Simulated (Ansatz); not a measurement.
# bcc Mo

Method: r²SCAN (PAW; Ansatz, a program for electronic structure).

Run with plane-wave cutoff 600 eV, 16×16×16 k mesh, Fermi–Dirac smearing 0.1 eV, finite displacements, force constants from a 4×4×4 q mesh, no spin polarisation, scalar-relativistic PAW data made under PBE.

Cell: relaxed at this level.

```json
{
 "zero_point_energy": "0.036 eV/atom"
}
```

It cost very roughly 17 core-minutes of CPU time.
